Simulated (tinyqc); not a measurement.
Worked calculation: CCSD on RHF in the sto-3g basis, for H3O+, spin multiplicity 1. One step of it, computed by the program tinyqc.

Task: Orthogonalisation. S = U s U^T; symmetric (Loewdin) form X = U s^(-1/2) U^T, so that X^T S X = 1.

overlap S, order 1O 1s, 1O 2s, 1O 2px, 1O 2py, 1O 2pz, 2H 1s, 3H 1s, 4H 1s:
$$\begin{pmatrix}
1.000000 & 0.236704 & 0.000000 & 0.000000 & 0.000000 & 0.038022 & 0.038045 & 0.038045 \\
0.236704 & 1.000000 & 0.000000 & 0.000000 & 0.000000 & 0.383683 & 0.383835 & 0.383835 \\
0.000000 & 0.000000 & 1.000000 & 0.000000 & 0.000000 & 0.331600 & -0.165888 & -0.165888 \\
0.000000 & 0.000000 & 0.000000 & 1.000000 & 0.000000 & 0.000000 & 0.287232 & -0.287232 \\
0.000000 & 0.000000 & 0.000000 & 0.000000 & 1.000000 & -0.070619 & -0.070656 & -0.070656 \\
0.038022 & 0.383683 & 0.331600 & 0.000000 & -0.070619 & 1.000000 & 0.146913 & 0.146913 \\
0.038045 & 0.383835 & -0.165888 & 0.287232 & -0.070656 & 0.146913 & 1.000000 & 0.147020 \\
0.038045 & 0.383835 & -0.165888 & -0.287232 & -0.070656 & 0.146913 & 0.147020 & 1.000000
\end{pmatrix}$$

Give: eigenvalues of S; X.

Result:

eigenvalues of S: [0.420, 0.514, 0.514, 0.955, 1.036, 1.339, 1.339, 1.884]

X, order 1O 1s, 1O 2s, 1O 2px, 1O 2py, 1O 2pz, 2H 1s, 3H 1s, 4H 1s:
$$\begin{pmatrix}
1.024 & -0.143 & 0.000 & 0.000 & 0.004 & 0.018 & 0.018 & 0.018 \\
-0.143 & 1.214 & 0.000 & 0.000 & -0.035 & -0.211 & -0.212 & -0.212 \\
0.000 & 0.000 & 1.082 & 0.000 & 0.000 & -0.213 & 0.107 & 0.107 \\
0.000 & 0.000 & 0.000 & 1.082 & 0.000 & 0.000 & -0.185 & 0.185 \\
0.004 & -0.035 & 0.000 & 0.000 & 1.006 & 0.038 & 0.038 & 0.038 \\
0.018 & -0.211 & -0.213 & 0.000 & 0.038 & 1.129 & -0.048 & -0.048 \\
0.018 & -0.212 & 0.107 & -0.185 & 0.038 & -0.048 & 1.129 & -0.048 \\
0.018 & -0.212 & 0.107 & 0.185 & 0.038 & -0.048 & -0.048 & 1.129
\end{pmatrix}$$
